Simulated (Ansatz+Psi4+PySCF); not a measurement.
Results of a calculation; reference values are marked as such.
A run of Psi4 1.11 on doublet CH3ClF at this shape:

| atom | x (Å) | y (Å) | z (Å) |
| --- | --- | --- | --- |
| Cl | 1.4547 | -0.0012 | 0.0000 |
| F | -0.3236 | 0.0046 | 0.0001 |
| C | -2.3874 | -0.0022 | -0.0001 |
| H | -2.4951 | -0.8554 | -0.6494 |
| H | -2.4973 | -0.1387 | 1.0631 |
| H | -2.5015 | 0.9863 | -0.4137 |

Its results:

```json
{"Converged": "yes", "Total energy": "-598.45462 hartree", "Spin squared of the determinant": "1.027"}
```

(1) Which input gives this output? Name the method, the orbitals and the basis set, and write the input.

## Answers

(1) UHF in cc-pVTZ on H, C, F; cc-pV(T+d)Z on Cl.

```
molecule {
0 2
Cl 1.454750 -0.001240 -0.000040
F -0.323590 0.004630 0.000120
C -2.387420 -0.002150 -0.000070
H -2.495090 -0.855360 -0.649400
H -2.497310 -0.138670 1.063140
H -2.501540 0.986270 -0.413730
}

basis {
assign C cc-pVTZ
assign Cl cc-pV(T+d)Z
assign F cc-pVTZ
assign H cc-pVTZ
}
set reference uhf
set scf_type pk
energy('scf')
```

Caution: the unrestricted determinant is spin contaminated.
